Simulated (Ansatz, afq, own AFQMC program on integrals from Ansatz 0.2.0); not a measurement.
## Where AFQMC and coupled cluster stand for GeH, doublet

```xyz
2

Ge    0.0000    0.0000    0.0000
H     0.0000    0.0000    1.2770
```

Basis cc-pVTZ. Noble-gas cores (and the filled d shells of Ga–Kr and In–Xe) are frozen. Integrals, coupled cluster, full CI and functionals: Ansatz 0.2.0; the random walks run on the same integrals in our own AFQMC program. The CISD trial takes its coefficients from CCSD amplitudes. Released means that phaseless walkers are propagated on without the constraint, phases kept. Error bars are statistical, one sigma. No spin–orbit coupling.

Determinant: UHF, the one that the program's search chose, which needn't be the lowest solution. The geometry is a point of a scan.

Full CI on the same integrals is exact in this basis and with this determinant's frozen core.

Cautions: no relativity below Rb; no spin-orbit coupling; inner d shell frozen.

The T1 diagnostic is 0.0142 and the weight of the determinant in the CISD state is 0.931. The ⟨S²⟩ of the determinant is 0.765 and the size of the correlated space is 5 electrons in 43 orbitals.

Reference: full CI, correlation energy -2.657 eV. The released energy is read at 2.40 1/Eh (meV from the phaseless value at times in 1/Eh: -1.5 ± 1.3 at 0.24, -1.7 ± 1.0 at 0.51, -1.8 ± 0.9 at 0.99, -2.2 ± 1.0 at 1.62, -3.4 ± 1.0 at 2.40).

| level | E − E(reference) (kJ/mol) | share of correlation (%) |
| --- | --- | --- |
| HF | 256.4 | 0.00 |
| MP2 | 60.0 | 76.60 |
| CCSD | 7.6 | 97.04 |
| CCSD(T) | 1.6 | 99.38 |
| CCSDT | 0.2 | 99.94 |
| CCSDT(Q) | 0.0 | 99.99 |
| CCSDTQ | 0.0 | 100.00 |
| ph-AFQMC/CISD | 0.4 ± 0.1 | 99.86 |
| released AFQMC | 0.0 ± 0.1 | 99.99 |

CCSDT and higher add their correlation energy to the determinant of the CCSD(T) run, since their own runs factorise the integrals more tightly (a shift of under 2 meV). A walk keeps the symmetry of its determinant, which the program's search chose and which needn't be the lowest solution, so a lower state of the same spin and another symmetry isn't excluded. Released energies are given only where the last usable release times agree within the noise; a slower fall can still hide under it.
